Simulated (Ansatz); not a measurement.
Multireference treatment of CH3F, singlet

Computed with Ansatz's Gaussian-basis code (development build). Basis cc-pVDZ, nonrelativistic, 2 orbitals frozen in the corrections. State-specific CASSCF; RHF is the lowest restricted (open-shell) Hartree–Fock solution met. Letters tell apart solutions met in one space. No symmetry is imposed, so a solution can break that of the shape. Lower solutions, or ones in other orbitals, may exist.

Geometry:

```xyz
5

C     0.0000    0.0000   -0.6187
F     0.0000    0.0000    0.7447
H     0.0000   -1.0360   -0.9966
H    -0.8972    0.5180   -0.9966
H     0.8972    0.5180   -0.9966
```

CASSCF less RHF, in eV, and natural occupations:

| CAS | CASSCF | occupations |
| --- | --- | --- |
| (2,2) a | -0.650 | 1.98, 0.02 |
| (2,2) b | -0.448 | 1.98, 0.02 |

(1) What totals less RHF do the corrections give on each solution?

(2) In CAS(2,2), is the solution lowest in CASSCF also lowest after SC-NEVPT2?

Results:

(1) 

| CAS | SC-NEVPT2 |
| --- | --- |
| (2,2) a | -9.052 |
| (2,2) b | -9.069 |

(2) No: (2,2) b is lowest after SC-NEVPT2, 0.02 eV under (2,2) a, which leads in CASSCF.
